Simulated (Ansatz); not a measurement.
C4H8O2 (`C1COCOC1`), 14 atoms. Total charge 0; spin multiplicity 1. Hardware: A = 2 threads of an AMD EPYC 7R13 on a shared host; B = 2 threads of an AMD EPYC 7R13 on a shared host and a share of an NVIDIA H100 80 GB. Correlated methods freeze the cores. Open-shell runs search over several starts.

Task: How many basis functions does each run have, and how long does it take in Ansatz? direct RPA on PBE orbitals/def2-TZVPP energy [B]; RKS ωB97X-V/def2-TZVPP energy [B]; RKS ωB97M-V/def2-SVP energy [A]; RHF-CCSD(T)/def2-SVP energy [B]; UKS PBE0-D4/def2-TZVPP energy of the cation [B]; UKS ωB97X-V/def2-TZVPP energy of the cation [B]; RKS PBE0-D4/def2-SVP energy [A]; RKS ωB97M-V/def2-QZVPP energy [B]; UKS B2PLYP (frozen core)/def2-TZVPP energy of the cation [B]; UKS B3LYP-D4/def2-TZVPP energy of the cation [B]; RHF-CCSD(T)/def2-TZVPP energy [B]; RHF-MP2/def2-QZVPP energy [B]. (Best estimate.)

Result: The calculation gave: Other jobs shared the machine, so times are rough.

| level | job | functions | wall time | peak host memory (GiB) |
| --- | --- | --- | --- | --- |
| RKS PBE0-D4/def2-SVP | energy [A] | 124 | 2.2 s | 0.31 |
| RKS ωB97M-V/def2-SVP | energy [A] | 124 | 7.5 s | 0.41 |
| RHF-CCSD(T)/def2-SVP | energy [B] | 124 | 15 s | 0.77 |
| RHF-CCSD(T)/def2-TZVPP | energy [B] | 298 | 16 s | 0.85 |
| UKS PBE0-D4/def2-TZVPP | energy of the cation [B] | 298 | 18 s | 0.89 |
| RKS ωB97X-V/def2-TZVPP | energy [B] | 298 | 18 s | 0.89 |
| UKS B2PLYP (frozen core)/def2-TZVPP | energy of the cation [B] | 298 | 19 s | 1.4 |
| UKS ωB97X-V/def2-TZVPP | energy of the cation [B] | 298 | 19 s | 1 |
| UKS B3LYP-D4/def2-TZVPP | energy of the cation [B] | 298 | 20 s | 0.88 |
| direct RPA on PBE orbitals/def2-TZVPP | energy [B] | 298 | 24 s | 1.4 |
| RKS ωB97M-V/def2-QZVPP | energy [B] | 582 | 26 s | 1.2 |
| RHF-MP2/def2-QZVPP | energy [B] | 582 | 26 s | 1.2 |

B3LYP here is the variant with VWN-RPA as its local correlation; programs differ in this.
